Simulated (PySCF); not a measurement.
Compound: 1,1,2,2-tetrafluoroethane, C₂H₂F₄.
Structure used (PBE0-D3(BJ)/def2-TZVP), in Å, numbered top down from 1:
```
atom  x, y, z in Å
F1    -0.543    1.093    1.239
C2    -0.371    0.658   -0.024
F3     0.373    1.565   -0.689
C4     0.384   -0.663    0.011
F5     0.557   -1.098   -1.253
F6    -0.360   -1.570    0.675
H7    -1.346    0.557   -0.512
H8     1.359   -0.562    0.499
```

Computed with PySCF at wB97X-D/pcSseg-2, non-relativistic, on one gas-phase PBE0-D3(BJ)/def2-TZVP geometry that isn't relaxed in the solvent. The solvent is an IEF-PCM continuum (Bondi radii, 1.10 Å for H, scaled by 1.2). The model holds no explicit solvent molecules, cavitation or dispersion.

Gas phase at wB97X-D/pcSseg-2: HOMO -11.90 eV, LUMO 2.66 eV, dipole 0.00 D.

What does the continuum do to the energy, the frontier levels and the dipole at wB97X-D/pcSseg-2 in chloroform?

```json
{"solvent": "chloroform", "ε": "4.711", "E(solvent) − E(gas) (kcal/mol)": "-3.00", "polarisation term (kcal/mol)": "-3.24", "distortion of the solute (kcal/mol)": "0.24", "HOMO (eV)": "-11.69", "LUMO (eV)": "3.07", "dipole (D)": "0.00"}
```

The polarisation term is half the interaction of the solute with the surface charges that it induces; the rest is the cost of distorting the solute's density. The sum is the electrostatic part of solvation alone. Charge and dipole vanish, so a point-dipole model would give no lowering at all.

The run took 18 s of wall time on one thread, Intel Xeon 6975P-C (x86_64), no GPU, shared host, and the process peaked at 1.1 GiB of memory. This is the whole shielding run at wB97X-D/pcSseg-2 in chloroform, SCF included.

The pairwise dispersion term of wB97X-D wasn't added to the energies; at a given geometry it leaves orbitals and properties as they are.
